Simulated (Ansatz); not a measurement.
Geometry optimisation, RKS B3LYP-D4/def2-SVP (Ansatz).

input.yaml

```yaml
crystal:
  periodic: [false, false, false]
  atoms:
    - { symbol: Si, position_ang: [0.0, 0.0, 0.0] }
    - { symbol: H, position_ang: [0.0, 0.0, 1.46] }
    - { symbol: H, position_ang: [1.3768, 0.0, -0.4862] }
    - { symbol: Cl, position_ang: [-1.0032, 1.7381, -0.7093] }
    - { symbol: Cl, position_ang: [-1.0032, -1.7381, -0.7093] }
basis:
  gaussian: { orbitals: def2-SVP }
hamiltonian:
  xc: b3lyp
  dispersion: d4
relax:
  f_tol: 0.02
  max_steps: 40
```

Command:

```bash
$ ansatz run input.yaml --threads 1 --pin off --max-ram 2048MiB --backend cpu --events-out ev --progress --plain --runs-dir out
```

Q: Where does it end, and by what steps?

A: The run converged. After 2 steps the energy has fallen by 0.084 eV; Cl4 moved furthest, 0.06 Å.

| step | energy less start (eV) | largest force component (eV/Å) | accepted |
| --- | --- | --- | --- |
| 0 | 0.0000 | 1.148 | yes |
| 1 | -0.0799 | 0.336 | yes |
| 2 | -0.0841 | 0.013 | yes |

```xyz
5
Properties=species:S:1:pos:R:3
Si -0.010 0.000 -0.007
H -0.049 0.000 1.473
H 1.373 0.000 -0.537
Cl -0.972 1.697 -0.687
Cl -0.972 -1.697 -0.687
```

Time of the run: 6.8 s on 1 thread of Arm Neoverse V1, on a shared host, peak memory 0.12 GiB.
